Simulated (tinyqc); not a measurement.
UHF in the sto-6g basis, for BH2+, spin multiplicity 1, step by step. One step of it, computed by the program tinyqc.

Question. Orthogonalisation. S = U s U^T; symmetric (Loewdin) form X = U s^(-1/2) U^T, so that X^T S X = 1.

overlap S, order 1B 1s, 1B 2s, 1B 2px, 1B 2py, 1B 2pz, 2H 1s, 3H 1s:
$$\begin{pmatrix}
1.000000 & 0.264891 & 0.000000 & 0.000000 & 0.000000 & 0.082811 & 0.067772 \\
0.264891 & 1.000000 & 0.000000 & 0.000000 & 0.000000 & 0.518584 & 0.471787 \\
0.000000 & 0.000000 & 1.000000 & 0.000000 & 0.000000 & 0.000000 & 0.000000 \\
0.000000 & 0.000000 & 0.000000 & 1.000000 & 0.000000 & 0.461900 & -0.436138 \\
0.000000 & 0.000000 & 0.000000 & 0.000000 & 1.000000 & 0.225159 & 0.213007 \\
0.082811 & 0.518584 & 0.000000 & 0.461900 & 0.225159 & 1.000000 & 0.106365 \\
0.067772 & 0.471787 & 0.000000 & -0.436138 & 0.213007 & 0.106365 & 1.000000
\end{pmatrix}$$

Give: eigenvalues of S; X.

Answer.

eigenvalues of S: [0.2571, 0.3217, 0.8690, 1.0000, 1.0792, 1.5818, 1.8912]

X, order 1B 1s, 1B 2s, 1B 2px, 1B 2py, 1B 2pz, 2H 1s, 3H 1s:
$$\begin{pmatrix}
1.0304 & -0.1633 & 0.0000 & -0.0008 & -0.0107 & 0.0233 & 0.0242 \\
-0.1633 & 1.3341 & 0.0000 & 0.0352 & 0.1325 & -0.4105 & -0.3394 \\
0.0000 & 0.0000 & 1.0000 & 0.0000 & 0.0000 & 0.0000 & 0.0000 \\
-0.0008 & 0.0352 & 0.0000 & 1.2562 & 0.0130 & -0.3802 & 0.3301 \\
-0.0107 & 0.1325 & 0.0000 & 0.0130 & 1.0573 & -0.1752 & -0.1506 \\
0.0233 & -0.4105 & 0.0000 & -0.3802 & -0.1752 & 1.3460 & -0.0337 \\
0.0242 & -0.3394 & 0.0000 & 0.3301 & -0.1506 & -0.0337 & 1.2689
\end{pmatrix}$$
